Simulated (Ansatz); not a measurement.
One change: `[OH][Mg][Cl]` becomes `[OH][Mg][OH]`.

Ansatz, PBE0-D4/def2-TZVP geometries, multiplicity 1. Each molecule was computed in one conformer, which needn't be the lowest.

| property | `[OH][Mg][Cl]` |
| --- | --- |
| LUMO energy (B3LYP/def2-TZVPP) / eV | -1.72 |
| LUMO energy (ωB97M-V/def2-TZVPP) / eV | -0.07 |
| HOMO energy (PBE0/def2-TZVPP) / eV | -8.34 |
| size of the dipole moment (ωB97M-V/def2-TZVPP) / D | 2.07 |
| HOMO energy (ωB97M-V/def2-TZVPP) / eV | -10.87 |
| LUMO energy (PBE0/def2-TZVPP) / eV | -1.39 |

Q: Give the same properties after the change, and the shifts. (Best estimate.)

A: The calculation gave: 
```json
{"property": "LUMO energy (B3LYP/def2-TZVPP) / eV", "`[OH][Mg][OH]`": "-1.39", "shift": "0.33"}
{"property": "LUMO energy (ωB97M-V/def2-TZVPP) / eV", "`[OH][Mg][OH]`": "0.21", "shift": "0.28"}
{"property": "HOMO energy (PBE0/def2-TZVPP) / eV", "`[OH][Mg][OH]`": "-7.89", "shift": "0.45"}
{"property": "size of the dipole moment (ωB97M-V/def2-TZVPP) / D", "`[OH][Mg][OH]`": "0.06", "shift": "-2.01"}
{"property": "HOMO energy (ωB97M-V/def2-TZVPP) / eV", "`[OH][Mg][OH]`": "-10.42", "shift": "0.45"}
{"property": "LUMO energy (PBE0/def2-TZVPP) / eV", "`[OH][Mg][OH]`": "-1.04", "shift": "0.35"}
```

With PBE0 the HOMO rises by 0.45 eV and the LUMO rises by 0.35 eV, so the gap narrows by about 0.10 eV. PBE moves the HOMO by 0.44 eV and ωB97M-V by 0.45 eV. Dipoles are sizes alone; their direction can turn.

B3LYP here is the variant with VWN-RPA as its local correlation; programs differ in this.
